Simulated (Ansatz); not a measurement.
PdS₂ (Pbca, No. 61)

Calculation: r²SCAN in Ansatz (plane waves, PAW).

Run with plane-wave cutoff 560 eV, 6×6×4 k mesh (along the axes of the cell as run), Fermi–Dirac smearing 0.01 eV, scalar-relativistic PAW data made under PBE.

Cell (relaxed at this level):

PdS₂ has the orthorhombic space group Pbca (No. 61), Pearson symbol oP12. Lattice parameters: a = 5.483 Å, b = 5.572 Å, c = 7.886 Å, α = 90.00°, β = 90.00°, γ = 90.00°. Pd on 4a is surrounded by 4 S at 2.329–2.337 Å (square planar). S on 8c sees 1 S at 2.093 Å and 2 Pd at 2.329–2.337 Å (trigonal pyramidal). (Neighbours: up to the widest gap in distance over summed covalent radii, below 1.35, at either atom; cation-cation and far metal-metal contacts left out.)

```json
{
  "band_gap": "0.44 eV (on the SCF k mesh)",
  "direct gap at Γ": "1.42 eV"
}
```

Measured, for comparison: band gap 0.7 eV (temperature not stated, no zero-point or thermal correction, indirect, bulk, cited; as tabulated in Two-dimensional noble-metal chalcogenides and phosphochalcogenides, Angew. …).

Note: the volume lies 6 % above that of the published cell; the cell has widely spaced layers and the level no dispersion term, so their spacing and the moduli can rest on weak binding.

Spin–orbit coupling is not included.

Static lattice: no zero-point or thermal effects.

The result took very roughly 15 core-minutes.

Ansatz is an electronic-structure program.
